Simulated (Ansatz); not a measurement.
# H₂O₂ (singlet): the correlation ladder, cc-pVQZ

Aim: climb from Hartree-Fock through coupled cluster and multireference methods for H₂O₂ (singlet) at one geometry and basis, and see what each rung misses.

Method: cc-pVQZ, correlated electrons: outside noble gas; program: Ansatz 0.2.0, Gaussian basis.

To be run: UHF; CCSD(T) on RHF; BCCD(T) on RHF; CCSDT(Q) on RHF; CASSCF and NEVPT2, 14 electrons in 10 orbitals.

### Step 1. The system

The geometry is an MP2(full)/6-31G* stationary point (not a proven minimum).

4 atoms, charge 0, spin multiplicity 1.

Atoms are counted from 1 here; the program's logs count them from 0.

Bond lengths: O1–O2 1.468 Å, O1–H3 0.976 Å, O2–H4 0.976 Å. Angles: O2–O1–H3 98.6°, O1–O2–H4 98.6°.

In the tables R marks a restricted determinant and U an unrestricted one; 'valence' is the active space of 14 electrons in 10 orbitals; correlation energies count from the lowest restricted Hartree-Fock solution.

### Step 2. UHF

in.yaml

```yaml
crystal:
  periodic: [false, false, false]
  atoms:
    - {symbol: O, position_ang: [0.000000, 0.734058, -0.028136]}
    - {symbol: O, position_ang: [0.000000, -0.734058, -0.028136]}
    - {symbol: H, position_ang: [0.839547, 0.880752, 0.446615]}
    - {symbol: H, position_ang: [-0.839547, -0.880752, 0.446615]}
basis:
  gaussian: {orbitals: cc-pVQZ}
magnetization: {spin_polarized: true, initial_magnetization: 0}
hamiltonian: {xc: hf}
output: {orbitals: {seedname: orbitals}}
```

On the command line:

```sh
$ ansatz run in.yaml --threads 1 --pin off --events-out ev --progress --plain --max-ram 3956MiB --backend cpu
```

Further steps of the session: CCSD(T) on RHF; BCCD(T) on RHF; CCSDT(Q) on RHF; CASSCF and NEVPT2, 14 electrons in 10 orbitals.

**Question.** What will the summary of the whole plan be? Wanted: correlation energy, RCCSDT(Q); RMP2 from RCCSDT(Q); RCCSD from RCCSDT(Q); RCCSD(T) from RCCSDT(Q); NEVPT2 valence from RCCSDT(Q); T1 diagnostic; effectively unpaired electrons.

As calculated:

| quantity | value |
| --- | --- |
| correlation energy, RCCSDT(Q) | -15.3412 eV |
| RMP2 from RCCSDT(Q) | +66.0 kJ/mol |
| RCCSD from RCCSDT(Q) | +60.1 kJ/mol |
| RCCSD(T) from RCCSDT(Q) | +3.6 kJ/mol |
| NEVPT2 valence from RCCSDT(Q) | +150.0 kJ/mol |
| levels within 1 kcal/mol (43 meV) | RCCSD(T), BCCD(T), RCCSDT |
| T1 diagnostic | 0.011 |
| effectively unpaired electrons | 0.05 |

In words: RCCSD(T) misses by +3.6 kJ/mol, 0.2 % of the correlation energy. One determinant dominates. Of the multireference levels listed NEVPT2 valence comes nearest (+150.0 kJ/mol). These misses are within one basis and frozen core, not against nature; frozen cores of the runs differ by up to some meV.
